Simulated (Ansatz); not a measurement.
A calculation with Ansatz (development build ahead of 0.2.0).

```yaml
crystal:
  periodic: [false, false, false]
  atoms:
    - { symbol: C, position_ang: [0.0, 0.0, -0.5076] }
    - { symbol: O, position_ang: [0.0, 0.0, 0.5076] }
basis:
  gaussian: { orbitals: cc-pVTZ }
hamiltonian:
  xc: hf
correlation:
  method: ccsd_t
  frozen_orbitals: { C: 1, O: 1 }
```

The input is written out in the form of the current development build from the run's settings.

Output:

| Quantity | Value |
| --- | --- |
| Converged | yes |
| Reference energy | -112.75512 hartree |
| Correlation energy | -0.35854 hartree |
| Total energy | -113.11365 hartree |
